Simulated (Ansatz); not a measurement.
# SiCN (quartet): from Hartree-Fock to the top rungs, cc-pVDZ

The task here is to estimate one member of a computed series from the others.

The runs use Ansatz 0.2.0, Gaussian basis; cc-pVDZ, core rule «outside noble gas», up to 7 orbitals frozen.

The runs, in order: UHF; CCSD(T) on ROHF; CCSD(T) on UHF; BCCD(T) on ROHF; CISD; CCSDT(Q) on ROHF; CCSDT(Q) on UHF; CASSCF and MRCISD+Q, 11 electrons in 11 orbitals; CASSCF and NEVPT2, 11 electrons in 11 orbitals.

15 further runs of the same task are left out: 4 that didn't finish, 11 set aside as unsound or not needed.

## The system

The geometry is a PBE0/def2-TZVP stationary point (not a proven minimum) of the parent state, kept for this charge and spin.

3 atoms, charge 0, spin multiplicity 4.

Atoms are counted from 1 here; the program's logs count them from 0.

Bond lengths: N1–C2 1.163 Å, C2–Si3 1.842 Å. Angles: N1–C2–Si3 180.0°.

Set-up of the first run:

The input, in.yaml:

```yaml
crystal:
  periodic: [false, false, false]
  atoms:
    - {symbol: N, position_ang: [0.000000, 0.000000, -1.389100]}
    - {symbol: C, position_ang: [0.000000, 0.000000, -0.226600]}
    - {symbol: Si, position_ang: [0.000000, 0.000000, 1.615700]}
basis:
  gaussian: {orbitals: cc-pVDZ}
magnetization: {spin_polarized: true, initial_magnetization: 3}
hamiltonian: {xc: hf}
output: {orbitals: {seedname: orbitals}}
```

On the command line:

```
$ ansatz run in.yaml --threads 1 --pin off --events-out ev --progress --plain --max-ram 2393MiB
```

Steps of the session up to this table: UHF; CCSD(T) on ROHF; CCSD(T) on UHF; BCCD(T) on ROHF; CISD; CCSDT(Q) on ROHF; CCSDT(Q) on UHF; CASSCF and MRCISD+Q, 11 electrons in 11 orbitals; CASSCF and NEVPT2, 11 electrons in 11 orbitals.

One of the session's tables, all rows but one given; the rest of the session is left out.

| method | from RCCSDT(Q) (meV) |
| --- | --- |
| ROHF | +9456.5 |
| UHF | +9322.6 |
| RMP2 | +869.1 |
| UMP2 | +1236.3 |
| CISD | +1323.9 |
| RCCSD | +498.7 |
| UCCSD | +493.2 |
| RCCSD(T) | +75.8 |
| UCCSD(T) | +85.4 |
| BCCD(T) | ? |
| RCCSDT | +52.2 |
| UCCSDT | +50.4 |
| RCCSDT(Q) | 0 |
| UCCSDT(Q) | -2.4 |
| CASSCF valence | +5439.2 |
| NEVPT2 valence | +1182.6 |
| MRCISD valence | +454.5 |
| MRCISD+Q valence | +96.5 |

Q: Estimate the row for BCCD(T) from the others.

The run gave: from RCCSDT(Q) (meV): +73.5. In the column «from RCCSDT(Q) (meV)» it lies between RCCSDT (+52.2) and RCCSD(T) (+75.8).

To keep in mind: Restricted and unrestricted rows rest on different reference determinants; where their highest levels disagree by more than a few hundredths of an eV, they describe different states and don't form one ladder.
